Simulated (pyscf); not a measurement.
Optimised with ωB97X-D3(BJ)/def2-SVP in PySCF.

Q: How much does it cost (ΔH, 298 K, ωB97M-D3(BJ)/def2-TZVP) to split `[CH2]=[CH][CH]1[CH2][CH2][CH2][CH2]1` at its C–C bond into •HC=CH₂ + cyclic C₅H₉ (SMILES [CH]1CCCC1) [doublet]?

A: C–C to •HC=CH₂ + cyclic C₅H₉ (SMILES [CH]1CCCC1) [doublet]: 96.6 kcal/mol. The 7 functionals that were run give +86.4 (r²SCAN) to +96.9 kcal/mol (ωB97X-D3(BJ)). The radicals are drawn with the spin at the cut bond; how far it spreads was not checked. cyclic C₇H₁₂ (SMILES C=CC1CCCC1) lies 8.1 kcal/mol over its isomer cyclic C₇H₁₂ (SMILES CC1CC=CCC1), and others may lie lower still (electronic energy, ωB97M-D3(BJ)). Other isomers of •HC=CH₂, cyclic C₅H₉ (SMILES [CH]1CCCC1) [doublet] were not searched in full and may lie lower.
